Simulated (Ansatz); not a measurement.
in.yaml

```yaml
crystal:
  periodic: [false, false, false]
  atoms:
    - {symbol: S, position_ang: [0.000000, 0.000000, 0.000000]}
    - {symbol: Mg, position_ang: [0.000000, 0.000000, 2.340400]}
basis:
  gaussian: {orbitals: 6-31G}
magnetization: {spin_polarized: true, initial_magnetization: 0}
correlation: {method: ccsdt_q, electrons: outside_noble_gas}
```

```sh
$ ansatz run in.yaml --threads 1 --pin off --events-out ev --progress --plain --max-ram 2393MiB
```

Output:

```
493 factors; integrals over basis functions are off by at most 2.0e-7 eV
mean field evaluation 1: about -16244.0416 eV, gradient 1.5e1 eV
mean field evaluation 2: about -16244.0521 eV, gradient 1.5e1 eV
mean field evaluation 4: about -16246.7200 eV, gradient 7.5e-1 eV
mean field evaluation 8: about -16246.7368 eV, gradient 3.6e-3 eV
mean field evaluation 16: about -16247.2590 eV, gradient 1.3e0 eV
mean field evaluation 32: about -16247.1336 eV, gradient 1.4e0 eV
mean field evaluation 64: about -16247.8861 eV, gradient 8.2e-4 eV
mean field evaluation 96: about -16246.1240 eV, gradient 7.4e0 eV
mean field evaluation 128: about -16247.8840 eV, gradient 4.8e-2 eV
mean field evaluation 160: about -16243.3702 eV, gradient 1.6e0 eV
...
cycle   9  -2.72679582 eV  change    2.7e-4 eV  update   3.0e-4
cycle  10  -2.72716462 eV  change   -3.7e-4 eV  update   1.8e-4
cycle  11  -2.72711669 eV  change    4.8e-5 eV  update   7.8e-5
cycle  12  -2.72713055 eV  change   -1.4e-5 eV  update   3.9e-5
cycle  13  -2.72711247 eV  change    1.8e-5 eV  update   2.1e-5
cycle  14  -2.72711920 eV  change   -6.7e-6 eV  update   8.0e-6
cycle  15  -2.72711754 eV  change    1.7e-6 eV  update   4.1e-6
cycle  16  -2.72711905 eV  change   -1.5e-6 eV  update   1.8e-6
cycle  17  -2.72712076 eV  change   -1.7e-6 eV  update   1.0e-6
cycle  18  -2.72712062 eV  change    1.4e-7 eV  update   6.9e-7
perturbative correction -0.01861481 eV, -0.0006840815 hartree
Total energy: -16249.48251673 eV, -597.1574681950 hartree
```

For the same geometry and basis full CI lies 15.2 meV higher.

Ran on 1 thread of Arm Neoverse V2, shared host: 5.5 s wall, 0.1 GiB peak host memory.
